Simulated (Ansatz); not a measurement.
# BNH₆ (SMILES [BH3-][NH3+]): energies and forces away from the minimum

One table from this session's results is given with a row withheld; the runs are named, their logs left out.

Computed with Ansatz 0.2.0, Gaussian basis. Level: single points with forces in def2-TZVPP.

Levels: PBE-D4, r2SCAN-D4, PBE0-D4, wB97M-V, Hartree-Fock, MP2, CCSD, CCSD(T). Each coordinate is moved by a Gaussian draw of the width named (0.7 of it for atoms other than hydrogen): 0.02, 0.09, 0.06, 0.02 Å.

Correlated methods freeze the cores.

6 further runs of the same task are left out: 6 set aside as unsound or not needed.

**The system as given**

8 atoms, charge 0, spin multiplicity 1.

Atoms are counted from 1 here; the program's logs count them from 0.

Bond lengths: B1–N2 1.497 Å, B1–H3 1.171 Å, B1–H4 1.189 Å, B1–H5 1.202 Å, N2–H6 1.059 Å, N2–H7 1.072 Å, N2–H8 1.003 Å. Angles: N2–B1–H3 114.7°, N2–B1–H4 109.0°, N2–B1–H5 112.5°, H3–B1–H4 106.3°, H3–B1–H5 110.2°, H4–B1–H5 103.2°, B1–N2–H6 110.5°, B1–N2–H7 107.5°, B1–N2–H8 110.6°, H6–N2–H7 108.6°, H6–N2–H8 110.5°, H7–N2–H8 109.0°.

Coordinates:

```mol
BH6N
  3D, bonds by distance, orders not assigned

  8  7  0  0  0  0  0  0  0  0999 V2000
   -0.1401    0.1825   -0.6765 B   0  0
    0.1796   -0.2557    0.7186 N   0  0
   -0.1272   -0.6744   -1.4746 H   0  0
   -1.2361    0.6424   -0.6970 H   0  0
    0.5477    1.0986   -1.0395 H   0  0
    0.0990    0.5582    1.3908 H   0  0
    1.1936   -0.6037    0.7223 H   0  0
   -0.4243   -1.0051    1.0001 H   0  0
  1  2  8  0
  1  3  8  0
  1  4  8  0
  1  5  8  0
  2  6  8  0
  2  7  8  0
  2  8  8  0
M  END
```

The first run:

File pre/in.yaml:

```yaml
crystal:
  periodic: [false, false, false]
  atoms:
    - {symbol: B, position_ang: [-0.140100, 0.182500, -0.676500]}
    - {symbol: N, position_ang: [0.179600, -0.255700, 0.718600]}
    - {symbol: H, position_ang: [-0.127200, -0.674400, -1.474600]}
    - {symbol: H, position_ang: [-1.236100, 0.642400, -0.697000]}
    - {symbol: H, position_ang: [0.547700, 1.098600, -1.039500]}
    - {symbol: H, position_ang: [0.099000, 0.558200, 1.390800]}
    - {symbol: H, position_ang: [1.193600, -0.603700, 0.722300]}
    - {symbol: H, position_ang: [-0.424300, -1.005100, 1.000100]}
basis:
  gaussian: {orbitals: def2-SVP}
hamiltonian: {xc: pbe, dispersion: d4}
relax: {f_tol: 0.03, max_steps: 250}
```

No record of the launch command was kept for these runs.

Steps of the session up to this table: A first relaxation in a small basis; Relaxation at PBE0-D4; The minimum at every level; Structure 1, width 0.02 Å; Structure 2, width 0.09 Å; Structure 3, width 0.06 Å; Structure 4, width 0.02 Å.

One of the session's tables, all rows but one given; the rest of the session is left out.

```
   method  RMS force component (eV/Å)  angle to CCSD(T) forces (°)  dipole (D)
   PBE-D4                           ?                            ?           ?
r2SCAN-D4                       0.505                          4.2        5.47
  PBE0-D4                       0.507                          7.6        5.46
  wB97M-V                       0.516                          3.8        5.49
  CCSD(T)                       0.522                    reference        5.46
```

Q: Estimate the row for PBE-D4 from the others.

The run gave: RMS force component (eV/Å): 0.519; angle to CCSD(T) forces (°): 19.8; dipole (D): 5.41. In the column «RMS force component (eV/Å)» it lies between wB97M-V (0.516) and CCSD(T) (0.522).
